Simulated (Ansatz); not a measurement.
# RPA@PBE/6-31G(d) (spherical functions) run of C4H10S (diethyl sulfide)

What is the vertical ionisation energy of C4H10S (diethyl sulfide) at RPA@PBE/6-31G* (spherical functions)? 

The calculation is run with Ansatz 0.2.0.

45 further runs of the same task are left out: 45 set aside as unsound or not needed.

## (1) Starting point

The species is C4H10S (15 atoms), meant as a singlet with charge 0. As SMILES, `CCSCC`. Geometry: relaxed at PBE0-D4/def2-TZVP. This is one conformer, not always the lowest.

Bond lengths: C1–C2 1.515 Å, C2–S3 1.806 Å, S3–C4 1.806 Å, C4–C5 1.515 Å, C1–H6 1.092 Å, C1–H7 1.094 Å, C1–H8 1.092 Å, C2–H9 1.093 Å, C2–H10 1.093 Å, C4–H11 1.093 Å, C4–H12 1.093 Å, C5–H13 1.092 Å, C5–H14 1.092 Å, C5–H15 1.094 Å. Some angles: C1–C2–S3 114.8°, C2–S3–C4 102.2°, S3–C4–C5 114.8°, C1–C2–H9 110.6°, C1–C2–H10 111.2°, S3–C2–H9 103.6°, S3–C2–H10 109.5°, C2–C1–H6 110.9°, C2–C1–H7 110.4°, C2–C1–H8 111.6°.

## (2) The energy at RPA@PBE/6-31G(d) (spherical functions)

File run.yaml:

```yaml
crystal:
  periodic: [false, false, false]
  atoms:
    - symbol: C
      position_ang: [-1.973500, 0.077200, -0.225200]
    - symbol: C
      position_ang: [-0.909300, -0.781100, -0.878900]
    - symbol: S
      position_ang: [0.234800, -1.576900, 0.269900]
    - symbol: C
      position_ang: [1.046600, -0.160100, 1.041900]
    - symbol: C
      position_ang: [1.852100, 0.706000, 0.094600]
    - symbol: H
      position_ang: [-2.543000, -0.499300, 0.506200]
    - symbol: H
      position_ang: [-2.666800, 0.464900, -0.977100]
    - symbol: H
      position_ang: [-1.537200, 0.936200, 0.289400]
    - symbol: H
      position_ang: [-1.365700, -1.620400, -1.409900]
    - symbol: H
      position_ang: [-0.344200, -0.212900, -1.622000]
    - symbol: H
      position_ang: [0.307100, 0.431800, 1.587200]
    - symbol: H
      position_ang: [1.697200, -0.614700, 1.793500]
    - symbol: H
      position_ang: [2.597900, 0.111800, -0.436800]
    - symbol: H
      position_ang: [1.214400, 1.189000, -0.649100]
    - symbol: H
      position_ang: [2.367900, 1.497700, 0.645600]
basis:
  gaussian:
    orbitals: 6-31G_st_-spherical.json
hamiltonian:
  xc: {name: PBE}
accuracy: high
total_charge: 0
correlation:
  method: rpa
  frozen_orbitals: {C: 1, H: 0, S: 5}
```

The basis set 6-31G* is read from a file made from the Basis Set Exchange's data (not shown).

Run with:

```bash
$ ansatz run run.yaml --threads 1 --pin off --max-ram 3480MiB --events-out events.jsonl --progress --plain --runs-dir runs
```

The program printed:

```text
Warning: RAYON_NUM_THREADS=1 ignored (pool sized by the plan → 1); use --threads N
Functional definition: PBE
  name "PBE"
  parameter kappa = 0.804
  parameter beta = 0.06672455060314922
  exchange = pbe_x(kappa = kappa, mu = beta*pi^2/3)
  correlation = pbe_c(beta = beta)
2408 factors; integrals over basis functions are off by at most 3.3e-9 eV
mean field evaluation 1: about -15123.2267 eV, gradient 6.9e1 eV
mean field evaluation 2: about -15123.1974 eV, gradient 6.9e1 eV
mean field evaluation 4: about -15134.8459 eV, gradient 1.0e1 eV
mean field evaluation 8: about -15135.1455 eV, gradient 2.0e-1 eV
mean field evaluation 16: about -15135.1456 eV, gradient 3.1e-6 eV
mean field -15135.14559526 eV, -556.2063416557 hartree, gradient 7.9e-8 eV, S^2 0.000000; 0 other end points of the search recorded, 0 dependent functions left out
9 core orbitals not correlated: weight in the atoms' cores, before any rotation towards them, 1.000 or more for the frozen orbitals, at most 0.000 for the correlated occupied ones
reference -15096.06592549 eV, -554.7701902806 hartree; 16, 16 occupied and 69, 69 virtual orbitals, 2408 factors
Total energy: -15125.31409104 eV, -555.8450405397 hartree
```

It took 6.9 s on 1 thread of AMD EPYC 9R45 (Zen 5), shared host; peak memory 0.42 GiB.

## (3) The doublet cation

File in.yaml:

```yaml
crystal:
  periodic: [false, false, false]
  atoms:
    - {symbol: C, position_ang: [-1.973500, 0.077200, -0.225200]}
    - {symbol: C, position_ang: [-0.909300, -0.781100, -0.878900]}
    - {symbol: S, position_ang: [0.234800, -1.576900, 0.269900]}
    - {symbol: C, position_ang: [1.046600, -0.160100, 1.041900]}
    - {symbol: C, position_ang: [1.852100, 0.706000, 0.094600]}
    - {symbol: H, position_ang: [-2.543000, -0.499300, 0.506200]}
    - {symbol: H, position_ang: [-2.666800, 0.464900, -0.977100]}
    - {symbol: H, position_ang: [-1.537200, 0.936200, 0.289400]}
    - {symbol: H, position_ang: [-1.365700, -1.620400, -1.409900]}
    - {symbol: H, position_ang: [-0.344200, -0.212900, -1.622000]}
    - {symbol: H, position_ang: [0.307100, 0.431800, 1.587200]}
    - {symbol: H, position_ang: [1.697200, -0.614700, 1.793500]}
    - {symbol: H, position_ang: [2.597900, 0.111800, -0.436800]}
    - {symbol: H, position_ang: [1.214400, 1.189000, -0.649100]}
    - {symbol: H, position_ang: [2.367900, 1.497700, 0.645600]}
basis:
  gaussian: {orbitals: 6-31G_st_-spherical.json}
hamiltonian: {xc: {name: PBE}}
correlation: {method: rpa, frozen_orbitals: {C: 1, H: 0, S: 5}}
accuracy: high
total_charge: 1
magnetization: {spin_polarized: true, initial_magnetization: 1}
```

The basis set 6-31G* is read from a file made from the Basis Set Exchange's data (not shown).

Run with:

```bash
$ ansatz run in.yaml --threads 1 --pin off --max-ram 3480MiB --events-out events.jsonl --progress --plain --runs-dir runs
```

The program printed, cut to the lines that bear on the results:

```text
Warning: RAYON_NUM_THREADS=1 ignored (pool sized by the plan → 1); use --threads N
[... 2 set-up lines as earlier in the session ...]
[...]
2407 factors; integrals over basis functions are off by at most 3.3e-9 eV
[...]
mean field -15126.97333045 eV, -555.9060164633 hartree, gradient 2.6e-8 eV, S^2 0.752561; 3 other end points of the search recorded, 0 dependent functions left out
9 core orbitals not correlated: weight in the atoms' cores, before any rotation towards them, 1.000 or more for the frozen orbitals, at most 0.000 for the correlated occupied ones
reference -15088.27308543 eV, -554.4838086907 hartree; 16, 15 occupied and 69, 70 virtual orbitals, 2407 factors
Total energy: -15117.14269774 eV, -555.5447473745 hartree
```

It took 13 s on 1 thread of AMD EPYC 9R45 (Zen 5), shared host; peak memory 0.48 GiB.

## (4) Results

At RPA@PBE/6-31G* (spherical functions), 9 core orbitals frozen:

| quantity | value |
| --- | --- |
| singlet C4H10S: total energy | -555.84504 Eh |
| singlet C4H10S: RPA correlation energy (valence) | -1074.9 mEh |
| doublet cation: total energy | -555.54475 Eh |
| doublet cation: RPA correlation energy (valence) | -1060.9 mEh |
| doublet cation: ⟨S²⟩ of the reference determinant | 0.753 |
| vertical ionisation energy (to the doublet cation) | 8.171 eV |

In words: The vertical ionisation energy comes to 8.17 eV (788 kJ/mol).
